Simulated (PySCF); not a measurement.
Atomic charges against the basis set

Compound: C₃H₅N₃.
Numbering: `[CH3:1][n:2]1[cH:3][n:4][n:5][cH:6]1` (hydrogens: H7, H8, H9 on C1; H10 on C3; H11 on C6)

PBE0 throughout (PySCF), one geometry, spherical d and f functions. Geometry: PBE0-D3(BJ)/def2-SVP; no solvent, vibrations or thermal averaging. Atoms taken as equivalent share a column and are averaged.

Mulliken charges (e):

```tsv
basis	functions	C1	N2	C3/C6	N4/N5	H7/H8/H9	H10/H11
pcSseg-0	64	-0.368	-0.863	+0.350	-0.394	+0.262	+0.267
cc-pVDZ	109	+0.025	-0.246	+0.146	-0.189	+0.073	+0.044
pcSseg-1	127	-0.053	-0.608	+0.272	-0.270	+0.137	+0.123
aug-cc-pVDZ	183	+0.831	-0.118	+0.502	-0.389	-0.153	-0.239
cc-pVTZ	250	-0.200	+0.018	-0.054	-0.151	+0.114	+0.125
IGLO-III	260	-0.324	-0.030	+0.151	-0.277	+0.142	+0.090
```

IAO charges (e):

```csv
basis,functions,C1,N2,C3/C6,N4/N5,H7/H8/H9,H10/H11
pcSseg-0,64,-0.317,-0.101,+0.002,-0.214,+0.167,+0.171
cc-pVDZ,109,-0.313,-0.092,+0.008,-0.213,+0.162,+0.165
pcSseg-1,127,-0.310,-0.099,+0.012,-0.219,+0.162,+0.168
aug-cc-pVDZ,183,-0.322,-0.091,+0.011,-0.225,+0.166,+0.172
cc-pVTZ,250,-0.323,-0.095,+0.012,-0.222,+0.166,+0.170
IGLO-III,260,-0.324,-0.095,+0.012,-0.225,+0.167,+0.172
```

Hirshfeld charges (e):

| basis | functions | C1 | N2 | C3/C6 | N4/N5 | H7/H8/H9 | H10/H11 |
| --- | --- | --- | --- | --- | --- | --- | --- |
| pcSseg-0 | 64 | -0.034 | +0.008 | +0.023 | -0.167 | +0.057 | +0.071 |
| cc-pVDZ | 109 | -0.040 | +0.002 | +0.024 | -0.158 | +0.058 | +0.066 |
| pcSseg-1 | 127 | -0.043 | -0.011 | +0.031 | -0.167 | +0.061 | +0.071 |
| aug-cc-pVDZ | 183 | -0.049 | -0.023 | +0.031 | -0.166 | +0.064 | +0.075 |
| cc-pVTZ | 250 | -0.047 | -0.013 | +0.029 | -0.163 | +0.062 | +0.071 |
| IGLO-III | 260 | -0.049 | -0.021 | +0.030 | -0.166 | +0.064 | +0.074 |

ESP-fitted charges (e):

```json
{"basis": "pcSseg-0", "functions": "64", "C1": "-0.773", "N2": "+0.065", "C3/C6": "+0.332", "N4/N5": "-0.422", "H7/H8/H9": "+0.254", "H10/H11": "+0.063"}
{"basis": "cc-pVDZ", "functions": "109", "C1": "-0.596", "N2": "+0.167", "C3/C6": "+0.145", "N4/N5": "-0.321", "H7/H8/H9": "+0.198", "H10/H11": "+0.094"}
{"basis": "pcSseg-1", "functions": "127", "C1": "-0.620", "N2": "+0.137", "C3/C6": "+0.192", "N4/N5": "-0.353", "H7/H8/H9": "+0.207", "H10/H11": "+0.092"}
{"basis": "aug-cc-pVDZ", "functions": "183", "C1": "-0.688", "N2": "+0.234", "C3/C6": "+0.135", "N4/N5": "-0.336", "H7/H8/H9": "+0.217", "H10/H11": "+0.102"}
{"basis": "cc-pVTZ", "functions": "250", "C1": "-0.676", "N2": "+0.224", "C3/C6": "+0.128", "N4/N5": "-0.326", "H7/H8/H9": "+0.215", "H10/H11": "+0.101"}
{"basis": "IGLO-III", "functions": "260", "C1": "-0.679", "N2": "+0.246", "C3/C6": "+0.119", "N4/N5": "-0.330", "H7/H8/H9": "+0.215", "H10/H11": "+0.106"}
```

Some averages cover members that differ in this geometry, most widely: H7/H8/H9, Mulliken in aug-cc-pVDZ -0.227 to -0.073 e.

**Question.** Which scheme is steadiest as the basis changes?

**Answer.** Largest range over the bases for any column: IAO 0.01 e, Hirshfeld 0.03 e, ESP-fitted 0.21 e, Mulliken 1.20 e. IAO charges move least and Mulliken charges most, counted in e.

**Question.** How much do the charges still move between the two largest bases, cc-pVTZ and IGLO-III?

**Answer.** At most, over all atoms: Mulliken 0.213 e, IAO 0.003 e, Hirshfeld 0.008 e, ESP-fitted 0.022 e.

**Question.** What do the same runs give for the total energy, the frontier levels and the dipole moment?

**Answer.** 
```tsv
basis	energy (Eh)	HOMO (eV)	LUMO (eV)	μ (D)
pcSseg-0	-280.5458	-6.89	0.18	6.95
cc-pVDZ	-281.2519	-7.00	0.53	5.99
pcSseg-1	-281.1978	-7.24	0.25	6.36
aug-cc-pVDZ	-281.2702	-7.32	-0.40	6.24
cc-pVTZ	-281.3257	-7.22	0.28	6.09
IGLO-III	-281.3382	-7.34	0.07	6.23
```

The dipole is fixed by the density alone, so its range of 0.96 D shows that the density itself changes with the basis, not only its division among atoms.
